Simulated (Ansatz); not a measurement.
A made-up structure of CH$_{2}$B, doublet:

B1  (0.063, -0.574, 0.297)
C2  (-0.068, 0.619, -0.321)
H3  (0.317, 1.536, 0.048)
H4  (-0.171, 1.564, -0.811)
(Å)

It is relaxed with PBE-D4/def2-SVP and then PBE0-D4/def2-TZVP (Ansatz 0.2.0). Atoms count as bonded within 1.22 times the sum of their covalent radii (H–H: 0.88 Å). The end point is not checked to be a true minimum.

Q: Does its bonding change? (A judgement: the text doesn't fix the answer.)

A: The calculation gives: No: no bond forms or breaks.

Where it ends: The first stage lowers the energy by 2.10 eV in 7 steps. It ends as CH₂B ([B][CH2]):
B1  (-0.039, -0.499, 0.097)
C2  (0.039, 0.846, -0.210)
H3  (0.546, 1.550, 0.443)
H4  (-0.405, 1.248, -1.116)
(Å)

Labels in which every atom is bracketed show which atoms are joined, not bond orders.

For scale, one of the runs: PBE0-D4/def2-TZVP relaxation, 74 basis functions, launched by `ansatz run in.yaml --threads 2 --pin off --events-out ev --progress --plain --max-ram 4352MiB`. Hardware: 2 CPU threads of an Arm Neoverse V1, shared host. Wall time about 5.5 s.
